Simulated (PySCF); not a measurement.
**SH at other levels of theory**

Aim: see what other levels and later steps give for SH.

Method: method and basis as typed in the scripts; program: PySCF 2.14.0.

1 further run of the same task is left out (it didn't finish).

### 1 Starting geometry

SH: 2 atoms, charge 0, spin multiplicity 2.

Bond lengths: H1–S2 1.305 Å.

### 2 The base run

Contents of input.py:

```python
from pyscf import gto, dft

mol = gto.M(
    atom='H 0 0 0; S 0 0 1.305',
    basis='crenbl',
    ecp={'S': 'crenbl'},
    charge=0,
    spin=1,
    verbose=4,
)
mf = dft.UKS(mol, xc='b3lyp')
mf.kernel()
mf.mulliken_pop()
mf.dip_moment()
print('orbital energies (hartree):', [e[max(0, n-3):n+3].round(4) for e, n in zip(mf.mo_energy, mol.nelec)])
```

Started as:

```
> OMP_NUM_THREADS=1 python input.py
```

### 3 MP2 (UHF)

Variant 1 changes step after the SCF: analyze → mp2; SCF type: UKS → UHF; functional: b3lyp → none (Hartree–Fock).

input.py, as its differences from that of step 2:

```diff
@@ -1,2 +1,2 @@
-from pyscf import gto, dft
+from pyscf import gto, scf, mp
 
@@ -10,5 +10,5 @@
 )
-mf = dft.UKS(mol, xc='b3lyp')
+mf = scf.UHF(mol)
 mf.kernel()
-mf.mulliken_pop()
+mp.MP2(mf).kernel()
 mf.dip_moment()
```

### 4 Pbe

Variant 2 changes functional: b3lyp → pbe.

input.py, as its differences from that of step 2:

```diff
@@ -10,3 +10,3 @@
 )
-mf = dft.UKS(mol, xc='b3lyp')
+mf = dft.UKS(mol, xc='pbe')
 mf.kernel()
```

### 5 Gradient

Variant 3 changes step after the SCF: analyze → gradient.

input.py, as its differences from that of step 2:

```diff
@@ -12,3 +12,5 @@
 mf.kernel()
-mf.mulliken_pop()
+g = mf.nuc_grad_method()
+g.grid_response = True
+g.kernel()
 mf.dip_moment()
```

### 6 Hf,lyp

Variant 4 changes functional: b3lyp → hf,lyp.

input.py, as its differences from that of step 2:

```diff
@@ -10,3 +10,3 @@
 )
-mf = dft.UKS(mol, xc='b3lyp')
+mf = dft.UKS(mol, xc='hf,lyp')
 mf.kernel()
```

Before running it: what results should come out? Wanted: for each run, E(SCF); from base; gap, α spin; SCF dipole; after the SCF.

As calculated:

```
      run  E(SCF) (hartree)  from base (eV)  cycles  gap, α spin (eV)  SCF dipole (D)              after the SCF
     base        -10.707926               0       8              8.28            1.32                        n/a
MP2 (UHF)        -10.496942  not comparable       9             15.49            1.43  MP2 correlation -1.078 eV
      pbe        -10.698381  not comparable       8              6.51            1.35                        n/a
 gradient        -10.707926          0.0000       8              8.28            1.32                        n/a
   hf,lyp        -10.663036  not comparable       9             15.51            1.46                        n/a
```

The α-spin gap between the frontier levels is 6.5 eV with pbe (0 % exact exchange) and 8.3 eV with b3lyp (20 %): exact exchange opens it. A lower total energy from another functional means nothing by itself.
